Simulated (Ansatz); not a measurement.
# H5NSi: the cost of one run

The runs use Ansatz 0.2.0, Gaussian basis; PBE0-D4/def2-TZVP structures, single points in def2-TZVPP, no counterpoise correction.

Levels: SPW92, PBE-D4, BLYP-D4, r2SCAN-D4, B97M-V, PBE0-D4, B3LYP-D4, r2SCAN0-D4, BHLYP-D4, CAM-B3LYP-D4, wB97X-V, wB97M-V, B2PLYP, PBE-QIDH, RPA on PBE, Hartree-Fock, MP2, CCSD, CCSD(T).

Correlated methods freeze the cores. B3LYP uses VWN-RPA correlation. B2PLYP carries no dispersion term here.

96 further runs of the same task are left out: 2 that didn't finish, 94 set aside as unsound or not needed.

## Step 1: Starting geometry

The complex: 9 atoms, charge 0, spin multiplicity 1.

Atoms are counted from 1 here; the program's logs count them from 0.

Bond lengths: Si1–H2 1.512 Å, Si1–H3 1.482 Å, Si1–H4 1.482 Å, Si1–N5 1.710 Å, N5–H8 1.007 Å, N5–H9 1.008 Å, H6–F7 0.930 Å. Angles: H2–Si1–H3 105.8°, H2–Si1–H4 105.5°, H2–Si1–N5 114.7°, H3–Si1–H4 111.7°, H3–Si1–N5 108.6°, H4–Si1–N5 110.4°, Si1–N5–H8 119.4°, Si1–N5–H9 119.4°, H8–N5–H9 110.9°.

As a file:

```
Si   -0.5136   -0.7820   -0.0411
H     0.8749   -1.0968    0.4675
H    -0.8529   -1.8692   -0.9902
H    -1.3883   -0.8068    1.1554
N    -0.6557    0.7157   -0.8537
H     1.6110    0.3114    1.0722
F     1.7507    1.1791    1.3763
H    -0.3910    0.7799   -1.8233
H    -0.4350    1.5688   -0.3632
```

Its parts: SiNH₅ holds atoms 1, 2, 3, 4, 5, 8, 9; HF holds atoms 6, 7. Each part counts its atoms afresh in its own runs.

## Step 2: Relaxing SiNH₅ alone

relax-a/in.yaml reads:

```yaml
crystal:
  periodic: [false, false, false]
  atoms:
    - {symbol: Si, position_ang: [-0.513643, -0.782037, -0.041120]}
    - {symbol: H, position_ang: [0.874868, -1.096803, 0.467513]}
    - {symbol: H, position_ang: [-0.852854, -1.869168, -0.990163]}
    - {symbol: H, position_ang: [-1.388308, -0.806810, 1.155361]}
    - {symbol: N, position_ang: [-0.655690, 0.715701, -0.853692]}
    - {symbol: H, position_ang: [-0.391011, 0.779939, -1.823289]}
    - {symbol: H, position_ang: [-0.435041, 1.568761, -0.363173]}
basis:
  gaussian: {orbitals: def2-TZVP}
hamiltonian: {xc: pbe0, dispersion: d4}
relax: {f_tol: 0.005, max_steps: 200}
```

Launch:

```sh
$ ansatz run in.yaml --threads 2 --pin off --events-out ev --progress --plain --max-ram 4352MiB
```

**Question.** How long does this run take on 2 threads of Arm Neoverse V1, shared host?

About 12 s.
